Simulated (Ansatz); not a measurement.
**HF with SiH4: structure and interaction energy**

How do HF and SiH4 sit together, how strongly do they interact, and which methods get it right?

Computed with Ansatz 0.2.0, Gaussian basis. Level: PBE0-D4 structure, single points in def2-TZVPPD.

Levels: PBE-D4, revPBE-D4, BLYP-D4, r2SCAN-D4, B97M-V, PBE0-D4, B3LYP-D4, HSE06-D4, wB97X-V, wB97M-V, B2PLYP, Hartree-Fock, MP2, CCSD, CCSD(T). The reference is CCSD(T) extrapolated to the basis limit.

Cores are frozen in the correlated methods. B3LYP uses VWN-RPA correlation. B2PLYP carries no dispersion term here.

176 further runs of the same task are left out: 176 set aside as unsound or not needed.

**1. The starting structure**

The pair, from a GFN2-xTB docking trial: 7 atoms, charge 0, spin multiplicity 1.

Atoms are counted from 1 here; the program's logs count them from 0.

Bond lengths: F1–H2 0.935 Å, Si3–H4 1.456 Å, Si3–H5 1.472 Å, Si3–H6 1.460 Å, Si3–H7 1.463 Å. Angles: H4–Si3–H5 109.7°, H4–Si3–H6 110.8°, H4–Si3–H7 110.6°, H5–Si3–H6 108.1°, H5–Si3–H7 107.7°, H6–Si3–H7 109.9°.

As a file:

```
F     0.1060   -0.1316   -2.6260
H    -0.2616    0.0624   -1.7884
Si    0.0417    0.0100    0.8984
H    -0.0919    0.0347    2.3485
H    -1.2799    0.1874    0.2754
H     0.5873   -1.2677    0.4492
H     0.8984    1.1048    0.4427
```

Atoms 1 to 2 are fragment A (HF), the rest fragment B (SiH4).

**2. A first relaxation in a small basis**

pre/in.yaml reads:

```yaml
crystal:
  periodic: [false, false, false]
  atoms:
    - {symbol: F, position_ang: [0.106000, -0.131600, -2.626000]}
    - {symbol: H, position_ang: [-0.261600, 0.062400, -1.788400]}
    - {symbol: Si, position_ang: [0.041700, 0.010000, 0.898400]}
    - {symbol: H, position_ang: [-0.091900, 0.034700, 2.348500]}
    - {symbol: H, position_ang: [-1.279900, 0.187400, 0.275400]}
    - {symbol: H, position_ang: [0.587300, -1.267700, 0.449200]}
    - {symbol: H, position_ang: [0.898400, 1.104800, 0.442700]}
basis:
  gaussian: {orbitals: def2-SVP}
hamiltonian: {xc: pbe, dispersion: d4}
relax: {f_tol: 0.03, max_steps: 250}
```

Started as:

```sh
$ ansatz run in.yaml --threads 2 --pin off --events-out ev --progress --plain --max-ram 5222MiB
```

After this run come: Relaxation at PBE0-D4; PBE-D4/def2-TZVPPD; r2SCAN-D4/def2-TZVPPD; PBE0-D4/def2-TZVPPD; B3LYP-D4/def2-TZVPPD; wB97X-V/def2-TZVPPD; wB97M-V/def2-TZVPPD; B2PLYP/def2-TZVPPD; BLYP-D4/def2-TZVPPD; revPBE-D4/def2-TZVPPD; B97M-V/def2-TZVPPD; HSE06-D4/def2-TZVPPD; CCSD(T)/def2-TZVPPD; MP2/def2-QZVPPD; Vibrations of the pair.

Before running it: what results should come out? Wanted: interaction energy, CCSD(T)/CBS; of it Hartree-Fock; D4 term of PBE0-D4; shortest contact; lowest wavenumber.

As calculated:

| quantity | value |
| --- | --- |
| interaction energy, CCSD(T)/CBS | -1.32 kcal/mol |
| of it Hartree-Fock (basis limit) | +0.21 kcal/mol |
| D4 term of PBE0-D4 | -0.35 kcal/mol |
| shortest contact | H2–H5 1.78 Å |
| lowest wavenumber | 28 cm⁻¹ |

**Reading.** The pair is bound by 1.32 kcal/mol at fixed fragment shapes. Hartree-Fock doesn't bind it at this geometry, so correlation, mostly dispersion, holds it together. revPBE-D4 is the best functional here (+0.03 kcal/mol from CCSD(T)/CBS); PBE-D4 is the worst (-0.77 kcal/mol). By rung, the mean size of the error is: GGA 0.35, meta-GGA 0.39, hybrid 0.36, screened hybrid 0.44, range-separated hybrid 0.15, double hybrid 0.21 kcal/mol. PBE-D4 gives an interaction energy 0.77 kcal/mol too low, an error of 58 % of the reference. CCSD(T) moves by -0.20 kcal/mol from triple zeta to the limit; gaps between functionals far smaller than that don't rank them. A lower arrangement may exist.
